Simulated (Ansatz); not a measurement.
# CH5NSi: search for lower mean-field states

Aim: a search for lower mean-field states, for CH5NSi, run from a script. SMILES: C1N[SiH2]1.

Computed with Ansatz 0.2.0 through its Python package. Level of theory: Hartree-Fock/6-31G*.

## (1) The structure

Bond lengths: C1–N2 1.420 Å, C1–Si3 1.756 Å, N2–Si3 1.684 Å, C1–H4 1.040 Å, C1–H5 1.111 Å, N2–H6 1.035 Å, Si3–H7 1.538 Å, Si3–H8 1.449 Å. Angles (14 of 15 angles, heavy atoms first): C1–N2–Si3 68.3°, N2–C1–Si3 63.0°, C1–Si3–N2 48.7°, C1–N2–H6 112.1°, Si3–N2–H6 110.0°, N2–C1–H4 117.2°, N2–C1–H5 118.8°, Si3–C1–H4 117.5°, Si3–C1–H5 120.3°, C1–Si3–H7 119.1°, C1–Si3–H8 122.9°, N2–Si3–H7 103.5°, N2–Si3–H8 106.9°, H4–C1–H5 112.0°.

The script holds or builds the structure itself.

## (2) The script

The input, run_states.py:

```python
import ansatz as az
from ase import Atoms
import numpy as np

SETTINGS = {
    "basis_set": "6-31G*",
    "xc": "hf",
}

atoms = Atoms(["C", "N", "Si", "H", "H", "H", "H", "H"], positions=[
    (-0.6555, 0.327, -0.5947),
    (-0.2868, 0.4919, 0.7671),
    (0.5064, -0.8146, 0.061),
    (-1.6154, -0.0224, -0.7887),
    (-0.3348, 1.0926, -1.3327),
    (0.3731, 1.2786, 0.8986),
    (1.9899, -0.4149, 0.1288),
    (0.1153, -1.9954, 0.8047),
])
geometry = az.Crystal.molecule_from_ase(atoms)
symbols = [site.symbol for site in geometry.cartesian_sites]

start = np.array([site.position_ang for site in geometry.cartesian_sites])
for factor in [1.0, 1.25, 1.6]:
    xyz = (start - start.mean(axis=0)) * factor
    scaled = az.Crystal.molecule()
    for symbol, place in zip(symbols, xyz):
        scaled = scaled.atom(symbol, place.tolist())
    setup = (
        scaled.calculation()
        .basis(gaussian=SETTINGS["basis_set"])
        .functional(SETTINGS["xc"])
        .accuracy("high")
        .spin("collinear")
    )
    for search in ("off", "standard"):
        try:
            r = setup.scf(lower_state_search=search).run(threads=1, backend="cpu").report
        except az.AnsatzError as error:
            print(f"x{factor} search {search}: {type(error).__name__}")
            continue
        state = r["mean_field"]["state"]
        print(f"all distances x{factor}, search {search:8s} E = {r['free_energy_ev']:.5f} eV  <S^2> = {abs(state['spin_squared']):.3f}  other states met: {len(r['mean_field']['others'])}")
```

## (3) The input behind the calls

The engine receives this input (first run):

```yaml
crystal:
  periodic: [false, false, false]
  atoms:
    - { symbol: C, position_ang: [-0.667025, 0.33415000000000006, -0.5877125] }
    - { symbol: "N", position_ang: [-0.298325, 0.49905, 0.7740875] }
    - { symbol: Si, position_ang: [0.49487499999999995, -0.80745, 0.06798749999999999] }
    - { symbol: H, position_ang: [-1.626925, -0.015249999999999982, -0.7817124999999999] }
    - { symbol: H, position_ang: [-0.346325, 1.09975, -1.3257125] }
    - { symbol: H, position_ang: [0.361575, 1.28575, 0.9055875] }
    - { symbol: H, position_ang: [1.978375, -0.40774999999999995, 0.1357875] }
    - { symbol: H, position_ang: [0.10377499999999999, -1.98825, 0.8116875] }
accuracy: high
basis:
  gaussian:
    orbitals: "6-31G*"
hamiltonian:
  xc: hf
magnetization:
  spin_polarized: true
scf:
  lower_state_search: "off"
```

## (4) The run

Run with:

```bash
$ python run_states.py
```

The program printed:

```text
all distances x1.0, search off      E = -10450.70442 eV  <S^2> = 0.000  other states met: 0
all distances x1.0, search standard E = -10450.70442 eV  <S^2> = 0.000  other states met: 0
all distances x1.25, search off      E = -10443.74981 eV  <S^2> = 0.000  other states met: 0
all distances x1.25, search standard E = -10443.88682 eV  <S^2> = 0.451  other states met: 2
all distances x1.6, search off      E = -10429.30673 eV  <S^2> = 0.000  other states met: 0
all distances x1.6, search standard E = -10434.44267 eV  <S^2> = 4.111  other states met: 10
```

Run time: 18 s. Hardware: 1 thread of Arm Neoverse V2, shared host; peak memory 0.27 GiB.

## (5) What changed from run to run

The engine's inputs for some of the other runs:

Run 2, against run 1:

```diff
@@ -21 +21 @@
-  lower_state_search: "off"
+  lower_state_search: standard
```

Run 3, against run 1:

```diff
@@ -4,8 +4,8 @@
-    - { symbol: C, position_ang: [-0.667025, 0.33415000000000006, -0.5877125] }
-    - { symbol: "N", position_ang: [-0.298325, 0.49905, 0.7740875] }
-    - { symbol: Si, position_ang: [0.49487499999999995, -0.80745, 0.06798749999999999] }
-    - { symbol: H, position_ang: [-1.626925, -0.015249999999999982, -0.7817124999999999] }
-    - { symbol: H, position_ang: [-0.346325, 1.09975, -1.3257125] }
-    - { symbol: H, position_ang: [0.361575, 1.28575, 0.9055875] }
-    - { symbol: H, position_ang: [1.978375, -0.40774999999999995, 0.1357875] }
-    - { symbol: H, position_ang: [0.10377499999999999, -1.98825, 0.8116875] }
+    - { symbol: C, position_ang: [-0.8337812499999999, 0.4176875000000001, -0.7346406249999999] }
+    - { symbol: "N", position_ang: [-0.37290625, 0.6238125, 0.9676093750000001] }
+    - { symbol: Si, position_ang: [0.6185937499999999, -1.0093125, 0.08498437499999999] }
+    - { symbol: H, position_ang: [-2.03365625, -0.01906249999999998, -0.9771406249999999] }
+    - { symbol: H, position_ang: [-0.43290625, 1.3746875, -1.657140625] }
+    - { symbol: H, position_ang: [0.45196875, 1.6071875, 1.131984375] }
+    - { symbol: H, position_ang: [2.47296875, -0.5096875, 0.169734375] }
+    - { symbol: H, position_ang: [0.12971875, -2.4853125, 1.014609375] }
```

Run 6, against run 1:

```diff
@@ -4,8 +4,8 @@
-    - { symbol: C, position_ang: [-0.667025, 0.33415000000000006, -0.5877125] }
-    - { symbol: "N", position_ang: [-0.298325, 0.49905, 0.7740875] }
-    - { symbol: Si, position_ang: [0.49487499999999995, -0.80745, 0.06798749999999999] }
-    - { symbol: H, position_ang: [-1.626925, -0.015249999999999982, -0.7817124999999999] }
-    - { symbol: H, position_ang: [-0.346325, 1.09975, -1.3257125] }
-    - { symbol: H, position_ang: [0.361575, 1.28575, 0.9055875] }
-    - { symbol: H, position_ang: [1.978375, -0.40774999999999995, 0.1357875] }
-    - { symbol: H, position_ang: [0.10377499999999999, -1.98825, 0.8116875] }
+    - { symbol: C, position_ang: [-1.06724, 0.5346400000000001, -0.94034] }
+    - { symbol: "N", position_ang: [-0.47732, 0.7984800000000001, 1.2385400000000002] }
+    - { symbol: Si, position_ang: [0.7918, -1.2919200000000002, 0.10877999999999999] }
+    - { symbol: H, position_ang: [-2.6030800000000003, -0.024399999999999974, -1.25074] }
+    - { symbol: H, position_ang: [-0.5541200000000001, 1.7596, -2.12114] }
+    - { symbol: H, position_ang: [0.57852, 2.0572, 1.4489400000000001] }
+    - { symbol: H, position_ang: [3.1654, -0.6524, 0.21726] }
+    - { symbol: H, position_ang: [0.16604, -3.1812000000000005, 1.2987000000000002] }
@@ -21 +21 @@
-  lower_state_search: "off"
+  lower_state_search: standard
```

Lines on the test bed's own set-up are left out of the output.

## (6) The engine's runs

The 6 runs, in the order started:

```tsv
run	search	energy from run 1 (eV)	<S²>	SCF cycles	CPU time (s)
1	off	0.0000	0.00	13	1
2	standard	0.0000	0.00	13	1.1
3	off	6.9546	0.00	15	0.99
4	standard	6.8176	0.45	125	3
5	off	21.3977	0.00	21	1
6	standard	16.2617	4.11	518	11
```

## (7) Outcome

| quantity | value |
| --- | --- |
| lower state found by the search | 0.137 eV lower at distances × 1.25; 5.136 eV lower at distances × 1.6 |
| runs compared | 6 |

Where bonds are stretched, a single start can end above the lowest mean-field state, which breaks spin symmetry. In CPU time, run 6 cost about 11 times as much as run 3. The count of other states can hold repeated and symmetry-equivalent ends of the search; scaling all distances is a test, and for more than two atoms no physical path. The geometry comes from a force field and isn't relaxed at this level.
